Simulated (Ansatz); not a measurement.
Geometry optimisation, Ansatz, RKS r2SCAN-D4/def2-SVP.

Input:

```yaml
crystal:
  periodic: [false, false, false]
  atoms:
    - { symbol: "N", position_ang: [-1.1979, 0.0471, -1.1289] }
    - { symbol: Mg, position_ang: [0.2965, -0.44, 0.1478] }
    - { symbol: O, position_ang: [1.7544, -0.9439, 1.3746] }
    - { symbol: H, position_ang: [-0.89825, -0.35218, -2.1122] }
    - { symbol: H, position_ang: [-2.07336, -0.52795, -0.87153] }
    - { symbol: H, position_ang: [1.9659, -0.1077, 1.9095] }
basis:
  gaussian: { orbitals: def2-SVP }
hamiltonian:
  xc: r2scan
  dispersion: d4
relax:
  f_tol: 0.015
  max_steps: 40
```

Command:

```bash
$ ansatz run input.yaml --threads 1 --pin off --max-ram 2048MiB --backend cpu --events-out ev --progress --plain --runs-dir out
```

Q: Where does it end, and by what steps?

A: It converged. The force dipped under the threshold on the way, but the program's further checks kept it going. After 11 steps the energy has fallen by 0.722 eV; O3 moved furthest, 0.53 Å.

| step | energy less start (eV) | largest force component (eV/Å) | accepted |
| --- | --- | --- | --- |
| 0 | 0.0000 | 2.440 | yes |
| 1 | -0.4005 | 1.305 | yes |
| 2 | -0.5360 | 1.631 | yes |
| 3 | -0.6887 | 0.260 | yes |
| 4 | -0.7006 | 0.661 | yes |
| 5 | -0.5758 | 2.556 | no |
| 6 | -0.7165 | 0.160 | yes |
| 7 | -0.7188 | 0.212 | yes |
| 8 | -0.7216 | 0.010 | yes |
| 9 | -0.7215 | 0.118 | no |
| 10 | -0.7216 | 0.039 | yes |
| 11 | -0.7218 | 0.006 | yes |

```xyz
6
Properties=species:S:1:pos:R:3
N -1.108 -0.345 -1.135
Mg 0.266 -0.402 0.162
O 1.550 -0.458 1.374
H -0.994 -0.284 -2.144
H -2.111 -0.369 -0.964
H 2.244 -0.468 2.026
```

Whether the end is a true minimum wasn't checked by a vibrational analysis.

The run took 32 s on 1 CPU thread of a shared host.
